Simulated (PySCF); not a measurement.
# CS: excited-state relaxation, vibronic structure

Wanted: excited-state relaxation, vibronic structure for CS (`[C-]#[S+]`).

Computed with PySCF 2.14.0 and routines of our own; the level stands in each step. Atoms count from 0.

## Step 1: The system as given

2 atoms, charge 0, multiplicity 1; geometry from: GFN2-xTB.

## Step 2: Geometry optimisation at BHandHLYP/6-31+G*

What the job is given:

```
{"job": {"xc": "BHandHLYP", "basis": "6-31+G*", "grid": 1, "kind": "geom"}, "charge": 0, "multiplicity": 1}
C      0.761975    -0.003367    -0.002271
S     -0.759218     0.004635    -0.011877
```

The run is started by

```bash
> OMP_NUM_THREADS=1 python excited_run.py task.json out
```

This one command runs all jobs of the session in turn.

The program printed:

```text
step   0  E = -436.16726990  max force = 0.005450
step   1  E = -436.16729330  max force = 0.000029
step   2  E = -436.16729330  max force = 0.000001
optimisation converged
```

Run time: 1.1 s. Hardware: 1 thread of Arm Neoverse V1, shared host; peak memory 0.24 GiB.

Along the way:

```
step  energy from step 0 (eV)  largest force component (eV/Å)
   0                   0.0000                          0.2803
   1                  -0.0006                          0.0015
   2                  -0.0006                          0.0001
```

The bond:

```
 bond  before (Å)  after (Å)  change (Å)
C0–S1       1.521      1.526      +0.005
```

The next job starts from the end point, and lists it.

```
                         at the end point           value
  point group (found at 0.08 Å tolerance)           Cinfv
rotational constants (GHz, main isotopes)  24.880, 24.880
                        dipole moment (D)            1.71
```

## Step 3: Excited-state relaxation: TDDFT BHandHLYP/6-31+G*

What the job is given:

```
{"job": {"kind": "xopt", "state": "S1", "method": "TDDFT", "freq": true, "xc": "BHandHLYP", "basis": "6-31+G*", "grid": 1}, "charge": 0, "multiplicity": 1}
C      0.762290    -0.002613    -0.002048
S     -0.763461     0.005501    -0.011810
```

With the program's defaults for keys left out, this is: TDDFT BHandHLYP/6-31+G* excited-state geometry optimisation, gas phase.

The program printed:

```text
final grid: 11496 points
cycle   1  E = -436.1598971496  dE =  1.167e-01  |g| = 1.513e-01  |ddm| = 2.014e+00
cycle   2  E = -436.1535101233  dE =  6.387e-03  |g| = 2.149e-01  |ddm| = 3.487e-01
cycle   3  E = -436.1668963965  dE = -1.339e-02  |g| = 3.421e-02  |ddm| = 3.605e-01
cycle   4  E = -436.1672798044  dE = -3.834e-04  |g| = 4.785e-03  |ddm| = 5.894e-02
cycle   5  E = -436.1672925158  dE = -1.271e-05  |g| = 1.165e-03  |ddm| = 1.287e-02
cycle   6  E = -436.1672932321  dE = -7.163e-07  |g| = 4.168e-04  |ddm| = 3.584e-03
cycle   7  E = -436.1672932954  dE = -6.329e-08  |g| = 6.064e-05  |ddm| = 1.586e-03
cycle   8  E = -436.1672932966  dE = -1.186e-09  |g| = 3.100e-06  |ddm| = 2.973e-04
cycle   9  E = -436.1672932966  dE = -7.617e-12  |g| = 6.915e-07  |ddm| = 2.013e-05
converged SCF energy = -436.1672932966

vertical S1 at the ground-state geometry: 4.9622 eV
step    E(state)/Eh    max force   excitation/eV  root
  0    -435.98350913   0.069767     4.9966      1
  1    -435.98805865   0.014378     4.8139      1
  2    -435.98826542   0.006512     4.7790      1
  3    -435.98832151   0.000384     4.7494      1
  4    -435.98832193   0.000011     4.7476      1
optimisation converged
vertical emission 4.7476 eV, adiabatic 4.8701 eV, Stokes shift 0.2146 eV, reorganisation 0.0921 (excited) and 0.1225 eV (ground)
in toluene: absorption 4.9505 eV (f = 0.0122, root 2), emission 4.7201 eV (f = 0.0102, root 1)
in acetonitrile: absorption 5.0299 eV (f = 0.0117, root 2), emission 4.6906 eV (f = 0.0122, root 1)
zero-point change -0.0205 eV, 0-0 energy 4.8496 eV
frequencies of the excited state (cm-1): 1045
```

It took 14 s on 1 thread of Arm Neoverse V1, shared host; peak memory 0.26 GiB.

Key values:

```
                 quantity    value
  vertical absorption, S1  4.96 eV
     adiabatic energy, S1  4.87 eV
    vertical emission, S1  4.75 eV
         Stokes shift, S1  0.21 eV
geometry moved (RMSD), S1  0.037 Å
```

Bonds of the start that changed most:

```
 bond  start (Å)  end (Å)
C0–S1      1.526    1.593
```

## Step 4: Excited-state relaxation: UKS BHandHLYP/6-31+G*

What the job is given:

```
{"job": {"kind": "xopt", "state": "T1", "method": "UKS", "freq": true, "xc": "BHandHLYP", "basis": "6-31+G*", "grid": 1}, "charge": 0, "multiplicity": 1}
C      0.762290    -0.002613    -0.002048
S     -0.763461     0.005501    -0.011810
```

Level: UKS BHandHLYP/6-31+G* excited-state geometry optimisation, gas phase.

The program printed:

```text
final grid: 11496 points
cycle   1  E = -436.1598971496  dE =  1.167e-01  |g| = 1.513e-01  |ddm| = 2.014e+00
cycle   2  E = -436.1535101233  dE =  6.387e-03  |g| = 2.149e-01  |ddm| = 3.487e-01
cycle   3  E = -436.1668963965  dE = -1.339e-02  |g| = 3.421e-02  |ddm| = 3.605e-01
cycle   4  E = -436.1672798044  dE = -3.834e-04  |g| = 4.785e-03  |ddm| = 5.894e-02
cycle   5  E = -436.1672925158  dE = -1.271e-05  |g| = 1.165e-03  |ddm| = 1.287e-02
cycle   6  E = -436.1672932321  dE = -7.163e-07  |g| = 4.168e-04  |ddm| = 3.584e-03
cycle   7  E = -436.1672932954  dE = -6.329e-08  |g| = 6.064e-05  |ddm| = 1.586e-03
cycle   8  E = -436.1672932966  dE = -1.186e-09  |g| = 3.100e-06  |ddm| = 2.973e-04
cycle   9  E = -436.1672932966  dE = -7.617e-12  |g| = 6.915e-07  |ddm| = 2.013e-05
converged SCF energy = -436.1672932966

vertical T1 at the ground-state geometry: 3.2960 eV
step    E(state)/Eh    max force   <S^2>
  0    -436.04501605   0.058103    2.0371
  1    -436.04794402   0.006801    2.0474
  2    -436.04798739   0.002449    2.0484
  3    -436.04799397   0.000062    2.0492
optimisation converged
vertical emission 3.1883 eV, adiabatic 3.2463 eV, Stokes shift 0.1077 eV, reorganisation 0.0497 (excited) and 0.0580 eV (ground)
zero-point change -0.0131 eV, 0-0 energy 3.2332 eV
frequencies of the excited state (cm-1): 1164
```

It took 6.3 s on 1 thread of Arm Neoverse V1, shared host; peak memory 0.26 GiB.

Key values:

```
                                     quantity    value
vertical gap at the ground-state geometry, T1  3.30 eV
                         adiabatic energy, T1  3.25 eV
     vertical gap at the relaxed geometry, T1  3.19 eV
               difference of the two gaps, T1  0.11 eV
                    geometry moved (RMSD), T1  0.025 Å
```

Bonds of the start that changed most:

```
 bond  start (Å)  end (Å)
C0–S1      1.526    1.571
```

## Step 5: Excited-state relaxation: TDA BHandHLYP/6-31+G*

What the job is given:

```
{"job": {"kind": "xopt", "state": "T1", "method": "TDA", "xc": "BHandHLYP", "basis": "6-31+G*", "grid": 1}, "charge": 0, "multiplicity": 1}
C      0.762290    -0.002613    -0.002048
S     -0.763461     0.005501    -0.011810
```

Level: TDA BHandHLYP/6-31+G* excited-state geometry optimisation, gas phase.

The program printed:

```text
final grid: 11496 points
cycle   1  E = -436.1598971496  dE =  1.167e-01  |g| = 1.513e-01  |ddm| = 2.014e+00
cycle   2  E = -436.1535101233  dE =  6.387e-03  |g| = 2.149e-01  |ddm| = 3.487e-01
cycle   3  E = -436.1668963965  dE = -1.339e-02  |g| = 3.421e-02  |ddm| = 3.605e-01
cycle   4  E = -436.1672798044  dE = -3.834e-04  |g| = 4.785e-03  |ddm| = 5.894e-02
cycle   5  E = -436.1672925158  dE = -1.271e-05  |g| = 1.165e-03  |ddm| = 1.287e-02
cycle   6  E = -436.1672932321  dE = -7.163e-07  |g| = 4.168e-04  |ddm| = 3.584e-03
cycle   7  E = -436.1672932954  dE = -6.329e-08  |g| = 6.064e-05  |ddm| = 1.586e-03
cycle   8  E = -436.1672932966  dE = -1.186e-09  |g| = 3.100e-06  |ddm| = 2.973e-04
cycle   9  E = -436.1672932966  dE = -7.617e-12  |g| = 6.915e-07  |ddm| = 2.013e-05
converged SCF energy = -436.1672932966

vertical T1 at the ground-state geometry: 3.3111 eV
step    E(state)/Eh    max force   excitation/eV  root
  0    -436.04442035   0.060109     3.3391      1
  1    -436.04747533   0.006501     3.2183      1
  2    -436.04751420   0.002198     3.2066      1
  3    -436.04751937   0.000044     3.2006      1
optimisation converged
vertical emission 3.2006 eV, adiabatic 3.2592 eV, Stokes shift 0.1104 eV, reorganisation 0.0518 (excited) and 0.0586 eV (ground)
```

It took 2.7 s on 1 thread of Arm Neoverse V1, shared host; peak memory 0.28 GiB.

In short:

```
                                     quantity    value
vertical gap at the ground-state geometry, T1  3.31 eV
                         adiabatic energy, T1  3.26 eV
     vertical gap at the relaxed geometry, T1  3.20 eV
               difference of the two gaps, T1  0.11 eV
                    geometry moved (RMSD), T1  0.025 Å
```

Bonds of the start that changed most:

```
 bond  start (Å)  end (Å)
C0–S1      1.526    1.572
```

## Step 6: Vibronic structure: TDDFT BHandHLYP/6-31+G*

What the job is given:

```
{"job": {"kind": "vib", "tda": false, "freq": true, "xc": "BHandHLYP", "basis": "6-31+G*", "grid": 1}, "charge": 0, "multiplicity": 1}
C      0.762290    -0.002613    -0.002048
S     -0.763461     0.005501    -0.011810
```

Method: TDDFT BHandHLYP/6-31+G* vertical-gradient vibronic structure (displaced harmonic oscillators, Condon), gas phase.

The program printed:

```text
final grid: 11496 points
cycle   1  E = -436.1598971496  dE =  1.167e-01  |g| = 1.513e-01  |ddm| = 2.014e+00
cycle   2  E = -436.1535101233  dE =  6.387e-03  |g| = 2.149e-01  |ddm| = 3.487e-01
cycle   3  E = -436.1668963965  dE = -1.339e-02  |g| = 3.421e-02  |ddm| = 3.605e-01
cycle   4  E = -436.1672798044  dE = -3.834e-04  |g| = 4.785e-03  |ddm| = 5.894e-02
cycle   5  E = -436.1672925158  dE = -1.271e-05  |g| = 1.165e-03  |ddm| = 1.287e-02
cycle   6  E = -436.1672932321  dE = -7.163e-07  |g| = 4.168e-04  |ddm| = 3.584e-03
cycle   7  E = -436.1672932954  dE = -6.329e-08  |g| = 6.064e-05  |ddm| = 1.586e-03
cycle   8  E = -436.1672932966  dE = -1.186e-09  |g| = 3.100e-06  |ddm| = 2.973e-04
cycle   9  E = -436.1672932966  dE = -7.617e-12  |g| = 6.915e-07  |ddm| = 2.013e-05
converged SCF energy = -436.1672932966

Singlet excitations (eV, f): 4.962 (0.0105)  4.962 (0.0105)  5.366 (0.0000)  5.757 (0.0000)  5.757 (0.0000)  8.608 (0.1600)

State S1  4.9622 eV  f = 0.01051  H->L 0.96
  relaxed dipole 0.506 D, largest gradient of the excitation energy 0.0571 Eh/bohr
  mode    cm-1        S   lambda/meV  Raman
    1   1375.4    0.4160      70.9   1.000
  reorganisation energy 0.0709 eV, total S 0.416, 0-0 4.8913 eV
  absorption maximum 4.891 eV, width 0.038 eV

State S2  4.9622 eV  f = 0.01051  H->L+1 0.96
  relaxed dipole 0.506 D, largest gradient of the excitation energy 0.0571 Eh/bohr
  mode    cm-1        S   lambda/meV  Raman
    1   1375.4    0.4160      70.9   1.000
  reorganisation energy 0.0709 eV, total S 0.416, 0-0 4.8913 eV
  absorption maximum 4.891 eV, width 0.038 eV

State S6  8.6082 eV  f = 0.15999  H->L+3 0.20, H-2->L 0.20, H-1->L+1 0.20
  relaxed dipole 0.454 D, largest gradient of the excitation energy 0.1501 Eh/bohr
  mode    cm-1        S   lambda/meV  Raman
    1   1375.4    2.8796     491.1   1.000
  reorganisation energy 0.4911 eV, total S 2.880, 0-0 8.1172 eV
  absorption maximum 8.459 eV, width 0.538 eV

State T1  3.3111 eV  f = 0.00000  H->L 0.94
  relaxed dipole 0.290 D, largest gradient of the excitation energy 0.0461 Eh/bohr
  mode    cm-1        S   lambda/meV  Raman
    1   1375.4    0.2710      46.2   1.000
  reorganisation energy 0.0462 eV, total S 0.271, 0-0 3.2648 eV
  absorption maximum 3.265 eV, width 0.038 eV
```

Run time: 1.2 s. Hardware: 1 thread of Arm Neoverse V1, shared host; peak memory 0.28 GiB.

## Step 7: Summary of results

| quantity | value |
| --- | --- |
| point group | Cinfv |
| rotational constants (main isotopes) | 24.88, 24.88 GHz |
| vertical absorption, S1 (step 3, TDDFT BHandHLYP/6-31+G*) | 4.96 eV |
| adiabatic energy, S1 (step 3, TDDFT BHandHLYP/6-31+G*) | 4.87 eV |
| vertical emission, S1 (step 3, TDDFT BHandHLYP/6-31+G*) | 4.75 eV |
| Stokes shift, S1 (step 3, TDDFT BHandHLYP/6-31+G*) | 0.21 eV |
| vertical gap at the ground-state geometry, T1 (step 4, UKS BHandHLYP/6-31+G*) | 3.30 eV |
| adiabatic energy, T1 (step 4, UKS BHandHLYP/6-31+G*) | 3.25 eV |
| vertical gap at the relaxed geometry, T1 (step 4, UKS BHandHLYP/6-31+G*) | 3.19 eV |
| difference of the two gaps, T1 (step 4, UKS BHandHLYP/6-31+G*) | 0.11 eV |
| vertical gap at the ground-state geometry, T1 (step 5, TDA BHandHLYP/6-31+G*) | 3.31 eV |
| adiabatic energy, T1 (step 5, TDA BHandHLYP/6-31+G*) | 3.26 eV |
| vertical gap at the relaxed geometry, T1 (step 5, TDA BHandHLYP/6-31+G*) | 3.20 eV |
| difference of the two gaps, T1 (step 5, TDA BHandHLYP/6-31+G*) | 0.11 eV |
| S1: vertical, reorganisation, 0-0, total S (step 6, TDDFT BHandHLYP/6-31+G*, modes from BHandHLYP/6-31+G*) | 4.96, 0.07, 4.89 eV; 0.4 |
| S2: vertical, reorganisation, 0-0, total S (step 6, TDDFT BHandHLYP/6-31+G*, modes from BHandHLYP/6-31+G*) | 4.96, 0.07, 4.89 eV; 0.4 |
| S6: vertical, reorganisation, 0-0, total S (step 6, TDDFT BHandHLYP/6-31+G*, modes from BHandHLYP/6-31+G*) | 8.61, 0.49, 8.12 eV; 2.9 |

What this shows: With BHandHLYP/6-31+G*, its start was all but relaxed already: 2 steps gained 0.6 meV. In step 3 (excited-state relaxation), among the bonds C0–S1 changes most, from 1.526 to 1.593 Å. In step 4 (excited-state relaxation), among the bonds C0–S1 changes most, from 1.526 to 1.571 Å. In step 5 the driver flags a change of the state's leading configuration on relaxing; where it is real, start and end values belong to different states. In step 5 (excited-state relaxation), among the bonds C0–S1 changes most, from 1.526 to 1.572 Å. Some states lie very close; unless symmetry makes them partners, their order is unsure. The vibronic model keeps the ground-state modes and shifts them along the gradient alone, so it can miss much of the relaxation that a full optimisation finds. ΔSCF (UKS) and response values aren't on one footing and may follow different states, so their differences aren't method errors alone, and singlets and triplets from the two don't rank.
